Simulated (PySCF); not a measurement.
Species: 3-oxetanone, C3H4O2.
Structure used (PBE0-D3(BJ)/def2-SVP), in Å, numbered top down from 1:
```xyz
9
C3H4O2 angstrom
O      0.197    1.931    0.782
C      0.103    0.819    0.369
C      1.023   -0.202   -0.289
O     -0.062   -1.124   -0.351
C     -0.994   -0.232    0.255
H      1.864   -0.550    0.339
H      1.413    0.091   -1.281
H     -1.838    0.044   -0.404
H     -1.395   -0.597    1.219
```

Theory: EOM-IP-CCSD/aug-cc-pVDZ in PySCF, restricted Hartree–Fock reference, 5 core orbitals frozen, non-relativistic, gas phase, PBE0-D3(BJ)/def2-SVP geometry.

Hartree–Fock orbital energies give these Koopmans values (eV): HOMO 11.51, HOMO-1 12.16, HOMO-2 14.56, HOMO-3 14.87, HOMO-4 16.02, HOMO-5 16.04, HOMO-6 18.35, HOMO-7 18.99.

Problem. What vertical ionisation energies does EOM-IP-CCSD give?

Solution. 
| leading hole (HF orbital) | Koopmans (eV) | EOM-IP-CCSD (eV) | change (eV) | one-hole share |
| --- | --- | --- | --- | --- |
| HOMO | 11.51 | 10.09 | -1.42 | 0.95 |
| HOMO-1 | 12.16 | 10.44 | -1.72 | 0.95 |
| HOMO-2 | 14.56 | 12.73 | -1.83 | 0.95 |
| HOMO-3 | 14.87 | 13.89 | -0.98 | 0.94 |
| HOMO-5 | 16.04 | 14.51 | -1.53 | 0.94 |
| HOMO-4 | 16.02 | 14.99 | -1.03 | 0.96 |
| HOMO-7 | 18.99 | 16.55 | -2.44 | 0.93 |
| HOMO-6 | 18.35 | 16.59 | -1.76 | 0.94 |

Problem. Does the order of the lines follow the orbital energies?

Solution. No: the HOMO-5 hole (14.51 eV) falls below the HOMO-4 hole (14.99 eV); the HOMO-7 hole (16.55 eV) falls below the HOMO-6 hole (16.59 eV). The corrections run from -2.44 to -0.98 eV, with a mean of -1.59 eV over the 8 lines; no line lies above its Koopmans value. Koopmans values leave out both the relaxation of the orbitals and the change in correlation energy.

Problem. At what kinetic energies would He II light (40.81 eV) eject these electrons?

Solution. 30.72 eV (HOMO), 30.37 eV (HOMO-1), 28.08 eV (HOMO-2), 26.92 eV (HOMO-3), 26.30 eV (HOMO-5), 25.82 eV (HOMO-4), 24.26 eV (HOMO-7), 24.22 eV (HOMO-6).

Problem. What total energy has the lowest final state, and which wavelength reaches it?

Solution. E(CCSD) + ionisation energy = -266.46593 + 0.37093 = -266.09500 Eh, at the geometry of the initial state. The threshold wavelength is 1239.84 eV nm/10.09 eV = 122.9 nm.

Lines less than 0.15 eV apart could change places at a higher level. One root was sought for each valence orbital with −ε under 21 eV, eight at most, so deeper holes and satellites are missing; no vibrational structure.
